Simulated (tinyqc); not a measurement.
Inside a calculation. Method: MP2 on RHF in the sto-6g basis, frozen core, for CH3-, spin multiplicity 1. The basis has no diffuse functions, so it cannot describe the extra electron: this is an exercise in the method, not the real anion. One step of it, computed by the program tinyqc.

Question. Second-order Moller-Plesset energy. E2 = sum_ijab (ia|jb) [2 (ia|jb) - (ib|ja)] / (e_i + e_j - e_a - e_b) over occupied i, j and virtual a, b; the opposite-spin part is (ia|jb)^2 / denominator, the rest is same-spin, and SCS-MP2 scales them by 6/5 and 1/3.

orbital energies (hartree): MO1 -10.514340, MO2 -0.429026, MO3 -0.110148, MO4 -0.109936, MO5 0.221007, MO6 1.144485, MO7 1.288323, MO8 1.289038

Two-electron integrals over orbitals (pq|rs), unique and non-zero (hartree); the lowest 1 orbital is frozen and left out:
```
(22|22) 0.498996    (32|32) 0.127556    (33|22) 0.485577    (33|33) 0.538946
(42|22) -0.000102   (42|33) -0.067185   (42|42) 0.127438    (43|32) -0.067172
(43|43) 0.053278    (44|22) 0.485440    (44|33) 0.432197    (44|42) 0.067250
(44|44) 0.538982    (52|22) -0.005796   (52|33) -0.002371   (52|42) -1.33e-07
(52|44) -0.002371   (52|52) 0.083685    (53|32) -0.000776   (53|43) 0.001301
(53|53) 0.019802    (54|22) 1.52e-06    (54|33) 0.001303    (54|42) -0.000776
(54|44) -0.001303   (54|52) 0.000006    (54|54) 0.019794    (55|22) 0.529985
(55|33) 0.485569    (55|42) -0.000030   (55|44) 0.485501    (55|52) 0.016463
(55|54) 0.000006    (55|55) 0.674668    (62|22) 0.067243    (62|33) 0.037651
(62|42) 0.000039    (62|44) 0.037621    (62|52) -0.003284   (62|54) 0.000006
(62|55) 0.134632    (62|62) 0.079756    (63|32) -0.042311   (63|43) 0.041676
(63|53) 0.001891    (63|63) 0.060491    (64|22) 0.000170    (64|33) 0.041842
(64|42) -0.042399   (64|44) -0.041703   (64|52) 0.000009    (64|54) 0.001896
(64|55) 0.000243    (64|62) 0.000182    (64|64) 0.060657    (65|22) -0.009432
(65|33) -0.003861   (65|42) 0.000013    (65|44) -0.003848   (65|52) 0.074234
(65|54) 0.000043    (65|55) 0.004191    (65|62) -0.010164   (65|64) -0.000007
(65|65) 0.074318    (66|22) 0.487607    (66|33) 0.478234    (66|42) 0.000302
(66|44) 0.478523    (66|52) -0.012524   (66|54) -3.12e-06   (66|55) 0.520561
(66|62) 0.055771    (66|64) 2.66e-06    (66|65) -0.015746   (66|66) 0.499360
(72|22) -0.000110   (72|33) 0.020563    (72|42) 0.009064    (72|44) -0.020680
(72|52) 1.52e-06    (72|54) 0.003539    (72|55) -0.000223   (72|62) -0.000075
(72|64) 0.044036    (72|65) 0.000020    (72|66) -0.000055   (72|72) 0.052325
(73|32) 0.050766    (73|43) -0.023316   (73|53) -0.001222   (73|63) -0.029857
(73|73) 0.036182    (74|22) 0.066142    (74|33) 0.064652    (74|42) -0.050636
(74|44) 0.018133    (74|52) 0.006380    (74|54) 0.001221    (74|55) 0.117759
(74|62) 0.074190    (74|64) 0.029943    (74|65) -0.000789   (74|66) 0.048048
(74|72) 0.004447    (74|74) 0.110456    (75|22) 0.000008    (75|33) -0.003743
(75|42) 0.008499    (75|44) 0.003761    (75|52) -0.000120   (75|54) 0.018499
(75|55) -0.000008   (75|62) 0.000021    (75|64) -0.002027   (75|65) -0.000076
(75|66) 0.000046    (75|72) 0.003058    (75|74) -0.003217   (75|75) 0.024641
(76|22) -0.000038   (76|33) -0.058080   (76|42) 0.110418    (76|44) 0.058229
(76|52) 0.000024    (76|54) -0.000983   (76|55) 0.000030    (76|62) 0.000072
(76|64) -0.040021   (76|65) 0.000033    (76|66) 0.000336    (76|72) 0.006303
(76|74) -0.049701   (76|75) 0.007573    (76|76) 0.110327    (77|22) 0.515612
(77|33) 0.471380    (77|42) 0.023437    (77|44) 0.535360    (77|52) 0.003069
(77|54) -0.001810   (77|55) 0.550144    (77|62) 0.077628    (77|64) -0.034067
(77|65) -0.001904   (77|66) 0.515908    (77|72) -0.029067   (77|74) 0.074391
(77|75) 0.000285    (77|76) 0.021520    (77|77) 0.593576    (82|32) 0.009009
(82|43) 0.020629    (82|53) 0.003540    (82|63) 0.044034    (82|73) -0.004710
(82|82) 0.052317    (83|22) 0.066075    (83|33) 0.018158    (83|42) 0.050665
(83|44) 0.064720    (83|52) 0.006383    (83|54) -0.001217   (83|55) 0.117753
(83|62) 0.074203    (83|64) -0.029715   (83|65) -0.000777   (83|66) 0.048329
(83|72) -0.004753   (83|74) 0.042811    (83|75) 0.003222    (83|76) 0.049842
(83|77) 0.086904    (83|83) 0.110515    (84|32) 0.050690    (84|43) -0.023246
(84|53) -0.001219   (84|63) -0.029759   (84|73) 0.031697    (84|82) -0.004638
(84|84) 0.036075    (85|32) 0.008505    (85|43) -0.003747   (85|53) 0.018501
(85|63) -0.002020   (85|73) 0.003225    (85|82) 0.003056    (85|84) 0.003222
(85|85) 0.024641    (86|32) 0.110410    (86|43) -0.057991   (86|53) -0.000978
(86|63) -0.039813   (86|73) 0.049848    (86|82) 0.006339    (86|84) 0.049780
(86|85) 0.007575    (86|86) 0.110223    (87|32) -0.023969   (87|43) 0.032246
(87|53) 0.001816    (87|63) 0.034393    (87|73) -0.006541   (87|82) 0.028914
(87|84) -0.006482   (87|85) -0.000316   (87|86) -0.021851   (87|87) 0.034572
(88|22) 0.515676    (88|33) 0.535588    (88|42) -0.023813   (88|44) 0.471158
(88|52) 0.003070    (88|54) 0.001818    (88|55) 0.550190    (88|62) 0.077692
(88|64) 0.034521    (88|65) -0.001903   (88|66) 0.515826    (88|72) 0.028798
(88|74) 0.087026    (88|75) -0.000302   (88|76) -0.021733   (88|77) 0.524785
(88|83) 0.074221    (88|88) 0.593789
```

Hartree-Fock energy = -39.18480072 hartree

Give: Terms; Pair energies; MP2 correlation energy; SCS-MP2 correlation energy; MP2 total energy.

Answer.

Terms (the 40 largest of 74):

| i | j | a | b | (ia\|jb) | (ib\|ja) | denominator | term |
|---|---|---|---|---|---|---|---|
| 3 | 3 | 8 | 8 | 0.1105 | 0.1105 | -2.7984 | -0.0044 |
| 4 | 4 | 7 | 7 | 0.1105 | 0.1105 | -2.7965 | -0.0044 |
| 5 | 5 | 6 | 6 | 0.0743 | 0.0743 | -1.8470 | -0.0030 |
| 3 | 2 | 8 | 6 | 0.0742 | 0.0440 | -2.9727 | -0.0026 |
| 2 | 3 | 6 | 8 | 0.0742 | 0.0440 | -2.9727 | -0.0026 |
| 4 | 2 | 7 | 6 | 0.0742 | 0.0440 | -2.9718 | -0.0026 |
| 2 | 4 | 6 | 7 | 0.0742 | 0.0440 | -2.9718 | -0.0026 |
| 2 | 2 | 6 | 6 | 0.0798 | 0.0798 | -3.1470 | -0.0020 |
| 4 | 4 | 6 | 6 | 0.0607 | 0.0607 | -2.5088 | -0.0015 |
| 3 | 3 | 6 | 6 | 0.0605 | 0.0605 | -2.5093 | -0.0015 |
| 4 | 3 | 7 | 8 | 0.0428 | 0.0317 | -2.7974 | -0.0008 |
| 3 | 4 | 8 | 7 | 0.0428 | 0.0317 | -2.7974 | -0.0008 |
| 2 | 2 | 7 | 7 | 0.0523 | 0.0523 | -3.4347 | -0.0008 |
| 2 | 2 | 8 | 8 | 0.0523 | 0.0523 | -3.4361 | -0.0008 |
| 3 | 3 | 7 | 7 | 0.0362 | 0.0362 | -2.7969 | -4.68e-04 |
| 4 | 4 | 8 | 8 | 0.0361 | 0.0361 | -2.7979 | -4.65e-04 |
| 4 | 4 | 7 | 6 | 0.0299 | 0.0299 | -2.6527 | -3.38e-04 |
| 4 | 4 | 6 | 7 | 0.0299 | 0.0299 | -2.6527 | -3.38e-04 |
| 3 | 3 | 6 | 7 | -0.0299 | -0.0299 | -2.6531 | -3.36e-04 |
| 3 | 3 | 7 | 6 | -0.0299 | -0.0299 | -2.6531 | -3.36e-04 |
| 3 | 4 | 6 | 8 | -0.0298 | -0.0297 | -2.6536 | -3.34e-04 |
| 4 | 3 | 8 | 6 | -0.0298 | -0.0297 | -2.6536 | -3.34e-04 |
| 4 | 3 | 6 | 8 | -0.0297 | -0.0298 | -2.6536 | -3.32e-04 |
| 3 | 4 | 8 | 6 | -0.0297 | -0.0298 | -2.6536 | -3.32e-04 |
| 5 | 5 | 7 | 7 | 0.0246 | 0.0246 | -2.1346 | -2.84e-04 |
| 5 | 5 | 8 | 8 | 0.0246 | 0.0246 | -2.1361 | -2.84e-04 |
| 3 | 4 | 7 | 8 | 0.0317 | 0.0428 | -2.7974 | -2.33e-04 |
| 4 | 3 | 8 | 7 | 0.0317 | 0.0428 | -2.7974 | -2.33e-04 |
| 2 | 4 | 7 | 6 | 0.0440 | 0.0742 | -2.9718 | -2.06e-04 |
| 4 | 2 | 6 | 7 | 0.0440 | 0.0742 | -2.9718 | -2.06e-04 |
| 3 | 2 | 6 | 8 | 0.0440 | 0.0742 | -2.9727 | -2.05e-04 |
| 2 | 3 | 8 | 6 | 0.0440 | 0.0742 | -2.9727 | -2.05e-04 |
| 5 | 2 | 6 | 6 | -0.0102 | -0.0102 | -2.4970 | -4.14e-05 |
| 2 | 5 | 6 | 6 | -0.0102 | -0.0102 | -2.4970 | -4.14e-05 |
| 2 | 3 | 7 | 8 | -0.0048 | -0.0047 | -3.1165 | -7.31e-06 |
| 3 | 2 | 8 | 7 | -0.0048 | -0.0047 | -3.1165 | -7.31e-06 |
| 3 | 2 | 7 | 8 | -0.0047 | -0.0048 | -3.1165 | -7.05e-06 |
| 2 | 3 | 8 | 7 | -0.0047 | -0.0048 | -3.1165 | -7.05e-06 |
| 4 | 2 | 8 | 8 | -0.0046 | -0.0046 | -3.1170 | -6.90e-06 |
| 2 | 4 | 8 | 8 | -0.0046 | -0.0046 | -3.1170 | -6.90e-06 |

Pair energies (hartree; pair i-j sums ij and ji):

| pair | opposite spin | same spin |
|---|---|---|
| 2-2 | -0.0036 | 0 |
| 3-2 | -0.0050 | -0.0006 |
| 3-3 | -0.0070 | 0 |
| 4-2 | -0.0050 | -0.0006 |
| 4-3 | -0.0034 | -8.83e-05 |
| 4-4 | -0.0070 | 0 |
| 5-2 | -9.62e-05 | 0 |
| 5-3 | -2.09e-05 | -1.33e-06 |
| 5-4 | -2.09e-05 | -1.32e-06 |
| 5-5 | -0.0036 | 0 |

MP2 correlation energy = -0.035996 hartree

SCS-MP2 correlation energy = -0.042055 hartree

MP2 total energy = -39.220796 hartree
